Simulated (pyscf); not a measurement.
# Addition: `[CH2]=[C]([CH3])[CH3]` + `[CH3]` [doublet] → `[CH3][CH2][C]([CH3])[CH3]` [doublet]

Gas phase, doublet surface, charge 0. Bonds broken: none. Bonds formed: C1–C13. Structures and frequencies: ωB97X-D3(BJ)/def2-SVP in PySCF.

Transition state (Å):

```xyz
16

C      0.3310    -0.1119     0.9586
C     -0.8884    -0.1728     0.3592
C     -1.1191    -0.9871    -0.8848
C     -2.0422     0.6734     0.8244
H      1.1285    -0.8015     0.6676
H      0.4560     0.4082     1.9126
H     -0.2407    -1.5966    -1.1441
H     -1.9853    -1.6607    -0.7642
H     -1.3469    -0.3310    -1.7449
H     -2.9403     0.0571     1.0041
H     -2.3184     1.4160     0.0535
H     -1.8044     1.2163     1.7513
C      1.4850     1.6284    -0.1096
H      1.4937     1.2610    -1.1395
H      0.8217     2.4704     0.1069
H      2.4311     1.5892     0.4386
```

One imaginary mode, 441i cm⁻¹; descent along it reached the two sides named.

```json
[
 {"bond": "C1–C13", "change": "forms", "reactant side (Å)": "4.1", "saddle": "2.345", "product side": "1.541"}
]
```

Electronic energies relative to the separated reactants (kcal/mol):

```csv
level,barrier,reaction energy,reverse barrier
ωB97X-D3(BJ)/def2-TZVP,4.4,-30.6,35.1
PBE/def2-TZVP,1.9,-28.6,30.5
r²SCAN/def2-TZVP,2.9,-28.7,31.5
B3LYP-D3(BJ)/def2-TZVP,3.1,-26.6,29.7
PBE0-D3(BJ)/def2-TZVP,2.7,-32.0,34.7
M06-2X/def2-TZVP,5.4,-28.4,33.9
ωB97M-D3(BJ)/def2-TZVP,5.1,-27.9,33.1
HF/def2-TZVP,12.2,-19.5,31.7
```

With ωB97M-D3(BJ)/def2-TZVP energies and thermal terms (ideal gas, 1 atm, RRHO with modes under 100 cm⁻¹ raised to 100, one conformer, R ln 2 for rigid chiral ones), in kcal/mol:

```tsv
T (K)	ΔH‡	ΔG‡	ΔH	ΔG
298	6.3	14.9	-23.8	-14.3
600	6.5	23.6	-24.2	-4.4
900	6.9	32.1	-23.7	+5.4
1200	7.5	40.4	-22.9	+14.9
```

One saddle was located; it need not be the lowest between these sides.
